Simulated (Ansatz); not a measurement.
`F[Si](F)(F)F` → 4 F• + Si•  (atomization)

Calculated with Ansatz (gas phase, PBE0-D4/def2-TZVP geometries, no zero-point term in ΔE). CBS: MP2 limit from def2 TZ/QZ plus the TZ coupled-cluster correction, frozen cores. This one scheme is used for every species, atoms too. DFT in def2-TZVPP. B3LYP here is the variant with VWN-RPA as its local correlation; programs differ in this. No spin–orbit coupling; open shells (•) take unrestricted orbitals. Spin–orbit coupling would lower the free atoms: a little for F, Si.

CCSD(T)/CBS gives +2404.1 kJ/mol.

Problem. Another level gave +2350.6 kJ/mol. Which?
A. LDA (SPW92)/def2-TZVPP
B. r2SCANh-D4/def2-TZVPP
C. B3LYP/def2-TZVPP
D. revPBE-D4/def2-TZVPP

Solution. B. r2SCANh-D4 2350.6, revPBE-D4 2308.8, B3LYP 2323.2, LDA (SPW92) 2735.6 kJ/mol.

Problem. What do rigid-rotor, harmonic-oscillator terms from PBE0-D4/def2-TZVP frequencies (298.15 K, 1 bar) make of the CCSD(T)/CBS value? (Estimate.)

Solution. Ansatz gave: ΔZPE = -33.2 kJ/mol, ΔH = +2386.3 kJ/mol, ΔS = 527 J/(mol·K), ΔG = +2229.2 kJ/mol. Open shells count their whole term as degenerate.

Largest T1 diagnostic among the species: 0.012.

From BLYP to BHLYP (50 % exact exchange), in def2-TZVPP and without D4, ΔE moves by −101.4 kJ/mol: exact exchange takes away binding that semilocal exchange gives to molecules. The D4 term adds +13.6 kJ/mol with B3LYP and +6.9 kJ/mol with PBE0; it sums over pairs of atoms, weighted by their polarisabilities, and B3LYP, whose exchange is more repulsive, gets the larger term.

For atomizations the MP2-based limit and the directly extrapolated one differ by several kJ/mol either way, and by 10 to 25 for some Ge, Se and Sn compounds, so smaller differences from it don't rank the levels.
